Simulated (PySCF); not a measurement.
## CCSD(T) against full CI for several species

Each species is computed at the geometry given (Å), with frozen cores, in PySCF 2.14.0: RHF-CCSD(T) for singlets, UHF-CCSD(T) otherwise, and full CI in the same basis. The script picks the determinant by a search with trial CCSD, so it needn't be the lowest Hartree–Fock solution. States: SiO singlet Σ⁺, SiC triplet Π, HCAl singlet A', Al–CH2 sextet B2. Cases whose determinant has another symmetry than full CI's state, or lies over 0.5 eV above the lowest of its kind, whose (Q) step broke down or whose higher cluster runs on it stay over 0.1 eV above full CI weren't drawn.

Q: Judging by size, spin and bonding, rank them by the size of CCSD(T)'s error in total energy against full CI in the same basis, smallest first (an estimate).
A. HCAl, singlet, 6-31G: Al 0.000 0.067 1.228; C 0.000 -0.247 -2.418; H 0.000 1.161 -4.067
B. SiC, triplet, 6-31G: Si 0.000 0.000 0.000; C 0.000 0.000 1.710
C. SiO, singlet, 6-31G: Si 0.000 0.000 0.000; O 0.000 0.000 1.542
D. Al–CH2, sextet, 6-31G: Al 0.000 0.000 0.695; C 0.000 0.000 -1.253; H 0.000 0.916 -1.839; H 0.000 -0.916 -1.839

A: D (8.4 meV), C (40.1 meV), B (74.1 meV), A (361.1 meV).

| species | basis | correlated electrons | CCSD(T) − full CI (meV) | CCSDT(Q) − full CI (meV) | unpaired electrons (full CI) | T1 | ⟨S²⟩ of the determinant |
| --- | --- | --- | --- | --- | --- | --- | --- |
| Al–CH2, sextet | 6-31G | 9 | 8.4 | – | 5.01 | 0.007 | 8.76 |
| SiO, singlet | 6-31G | 10 | 40.1 | -8.3 | 0.12 | 0.035 | 0.00 |
| SiC, triplet | 6-31G | 8 | 74.1 | – | 2.19 | 0.097 | 2.55 |
| HCAl, singlet | 6-31G | 8 | -361.1 | – | 2.02 | 0.139 | 0.00 |

Unpaired electrons are Σ n²(2−n)² over natural occupations; an open shell counts its own unpaired electrons too. Frozen cores follow each run's orbitals, which moves totals by a few meV. No single determinant describes HCAl, singlet well, by full CI's occupations. For HCAl, singlet (T) overshoots full CI. A dash: (Q) wasn't run for open shells.
